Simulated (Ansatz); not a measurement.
We consider α-quartz (SiO2), described by rVV10 (Ansatz, a program for electronic structure, plane waves, PAW).

Run with plane-wave cutoff 520 eV, 12×12×6 k mesh (along the axes of the cell as run), Fermi–Dirac smearing 0.01 eV, scalar-relativistic PAW data made under PBE.

Equation-of-state points:

```
V (Å³/atom)  E − E_lowest (meV/atom)  P (GPa)
-----------  -----------------------  -------
12.146                          2.86    1.896
12.399                          0.68    0.888
12.652                          0.00   -0.003
12.905                          0.63   -0.784
13.158                          2.42   -1.457
```

Problem. Estimate the bulk modulus from the pressures at 12.399 and 12.905 Å³/atom, and compare it with a fit to all energies.

Solution. B = −V dP/dV. Between V = 12.399 and 12.905 Å³/atom, dP/dV = (-0.784 − (0.888))/(12.905 − 12.399) = -3.30 GPa per Å³/atom; at the midpoint 12.652 Å³/atom this gives B ≈ 41.8 GPa. The third-order Birch–Murnaghan fit gives V0 = 12.651 Å³/atom, B0 = 41.5 GPa, B′ = 5.6, which lies within 1 % of that estimate.

Shape and atoms are relaxed at each volume.

Measured, for comparison: bulk modulus 37.1 ± 0.09 GPa (room temperature, no zero-point or thermal correction, equation of state from high-pressure X-ray diffraction; as tabulated in Angel, Allan, Miletich, Finger, J. Appl. Cryst. 30, 461 (1997)). Computed (rounded) less measured: bulk modulus +12 %.

Note: the bulk modulus comes from volumes at which shape and atoms were relaxed.

The computed numbers hold no vibrational or temperature effects.
